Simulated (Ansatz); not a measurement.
# C₂ (triplet): from Hartree-Fock to the top rungs, 6-31G

Aim: climb from Hartree-Fock through coupled cluster and multireference methods for C₂ (triplet) at one geometry and basis, and see what each rung misses.

Computed with Ansatz 0.2.0, Gaussian basis. Level: 6-31G, core rule «outside noble gas», up to 2 orbitals frozen.

Plan: UHF; CCSD(T) on ROHF; CCSD(T) on UHF; BCCD(T) on ROHF; CISD as a restricted active space (open shells left free, so some higher excitations enter); CCSDT(Q) on ROHF; CCSDT(Q) on UHF; CISDTQ; CCSDTQ on ROHF; CCSDTQ on UHF; CASSCF and MRCISD+Q, 8 electrons in 8 orbitals; CASSCF and NEVPT2, 8 electrons in 8 orbitals; Full CI; Full CI, several states.

15 further runs of the same task are left out: 1 for a known fault of the program, 5 that didn't finish, 9 set aside as unsound or not needed. Runs told in other sessions of the task aren't counted.

### 1 The system

The geometry is a PBE0/def2-TZVP stationary point (not a proven minimum).

2 atoms, charge 0, spin multiplicity 3.

Atoms are counted from 1 here; the program's logs count them from 0.

Bond lengths: C1–C2 1.301 Å.

### 2 UHF

Input file in.yaml:

```yaml
crystal:
  periodic: [false, false, false]
  atoms:
    - {symbol: C, position_ang: [0.000000, 0.000000, 0.000000]}
    - {symbol: C, position_ang: [0.000000, 0.000000, 1.301443]}
basis:
  gaussian: {orbitals: 6-31G}
magnetization: {spin_polarized: true, initial_magnetization: 2}
hamiltonian: {xc: hf}
output: {orbitals: {seedname: orbitals}}
```

Launch:

```bash
ansatz run in.yaml --threads 1 --pin off --events-out ev --progress --plain --max-ram 2393MiB
```

After this run come: CCSD(T) on ROHF; CCSD(T) on UHF; BCCD(T) on ROHF; CISD as a restricted active space (open shells left free, so some higher excitations enter); CCSDT(Q) on ROHF; CCSDT(Q) on UHF; CISDTQ; CCSDTQ on ROHF; CCSDTQ on UHF; CASSCF and MRCISD+Q, 8 electrons in 8 orbitals; CASSCF and NEVPT2, 8 electrons in 8 orbitals; Full CI; Full CI, several states.

**Question.** What will the summary of the whole plan be? Wanted: FCI from the RHF energy; RMP2 from FCI; UMP2 from FCI; RCCSD from FCI; RCCSD(T) from FCI; UCCSD(T) from FCI; RCCSDT(Q) from FCI; UCCSDT(Q) from FCI; NEVPT2 valence from FCI.

**Answer**, as computed:

| quantity | value |
| --- | --- |
| FCI from the ROHF energy | -4.9044 eV |
| RMP2 from FCI | +531.1 meV |
| UMP2 from FCI | +682.0 meV |
| RCCSD from FCI | +308.5 meV |
| RCCSD(T) from FCI | +82.2 meV |
| UCCSD(T) from FCI | +79.7 meV |
| RCCSDT(Q) from FCI | +6.8 meV |
| UCCSDT(Q) from FCI | +7.4 meV |
| NEVPT2 valence from FCI | +355.4 meV |
| MRCISD+Q valence from FCI | +4.2 meV |
| levels within 1 kcal/mol (43 meV) | CISDTQ, RCCSDT(Q), UCCSDT(Q), RCCSDTQ, UCCSDTQ, MRCISD valence, MRCISD+Q valence |
| T1 diagnostic | 0.020 |
| effectively unpaired electrons | 2.14 |

RCCSD(T) lands +82.2 meV from the yardstick (1.7 % of the correlation energy). One determinant dominates. Of the multireference levels listed MRCISD+Q valence comes nearest in total energy (+4.2 meV), which doesn't show that its space is the better one. Coupled cluster took another determinant than the lowest Hartree-Fock one. The next state among those solved, a triplet, lies 0.73 eV up. These misses are within one basis, not against nature; the frozen cores of restricted and unrestricted runs differ, which can shift their rows.

Levels on UHF freeze UHF's core orbitals, full CI those of ROHF, so the U rows can settle a little off it for that reason alone.

With open shells the CI space here admits some higher excitations, so it is larger than plain CISD.
